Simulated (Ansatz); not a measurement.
CH₃ (`[CH3]`) radical: measurement beside calculation (Ansatz, PBE0-D4/def2-TZVP geometry).

```xyz
4

C     0.0000    0.0000    0.0000
H    -1.0418   -0.2776   -0.0643
H     0.3457    0.6141    0.8185
H     0.6961   -0.3365   -0.7542
```

Enthalpy of formation at 298 K: 35.0 kcal/mol (zero for an element's reference state; older measured values of the G2 set, as listed by Staroverov and co-workers, J. Chem. Phys. 119, 12129, 2003). With their computed zero-point and thermal terms and the atoms' enthalpies of Curtiss and co-workers (1997) it gives an electronic atomization energy of 307.5 kcal/mol.

```tsv
level	atomization (kcal/mol)	error	error per bond
LDA (SPW92)	339.0	31.5	10.5
PBE-D4	310.5	3.0	1.0
revPBE-D4	305.9	-1.6	-0.5
BLYP-D4	308.0	0.5	0.2
r2SCAN-D4	311.5	4.0	1.3
B97M-V	308.7	1.2	0.4
PBE0-D4	308.7	1.2	0.4
B3LYP-D4	310.6	3.1	1.0
r2SCANh-D4	310.8	3.3	1.1
r2SCAN0-D4	309.7	2.2	0.7
HSE06-D4	308.9	1.4	0.5
BHLYP-D4	305.6	-1.8	-0.6
CAM-B3LYP-D4	310.8	3.4	1.1
ωB97X-V	306.6	-0.8	-0.3
ωB97M-V	307.6	0.2	0.1
B2PLYP	306.8	-0.7	-0.2
PBE-QIDH	306.4	-1.1	-0.4
PBE	310.1	2.6	0.9
revPBE	304.2	-3.3	-1.1
BLYP	307.1	-0.4	-0.1
r2SCAN	311.4	4.0	1.3
PBE0	308.4	0.9	0.3
B3LYP	310.0	2.5	0.8
r2SCANh	310.7	3.2	1.1
r2SCAN0	309.6	2.1	0.7
HSE06	308.6	1.1	0.4
BHLYP	305.3	-2.2	-0.7
CAM-B3LYP	310.6	3.1	1.0
LC-ωPBE	307.8	0.3	0.1
HF/def2-TZVPP	242.7	-64.8	-21.6
MP2/def2-TZVPP	300.1	-7.4	-2.5
SCS-MP2/def2-TZVPP	302.2	-5.3	-1.8
CCSD/def2-TZVPP	300.3	-7.1	-2.4
CCSD(T)/def2-TZVPP	302.0	-5.5	-1.8
HF/def2-QZVPP	243.0	-64.5	-21.5
MP2/def2-QZVPP	303.4	-4.0	-1.3
SCS-MP2/def2-QZVPP	306.0	-1.5	-0.5
CCSD/def2-QZVPP	303.3	-4.2	-1.4
CCSD(T)/def2-QZVPP	305.1	-2.4	-0.8
HF/CBS(def2)	243.0	-64.5	-21.5
MP2/CBS(def2)	305.8	-1.7	-0.6
CCSD/CBS(def2)	305.3	-2.2	-0.7
CCSD(T)/CBS(def2)	307.3	-0.2	-0.1
```

Functionals use def2-TZVPP; B3LYP here is the variant with VWN-RPA as its local correlation; programs differ in this. The calculations leave out spin–orbit coupling, scalar relativity and, for the correlated methods, core correlation; together these are worth up to about 1 kcal/mol a heavy atom. HSE06 is defined as in plane-wave codes. CBS extrapolates def2-TZVPP and def2-QZVPP. T1 = 0.009.
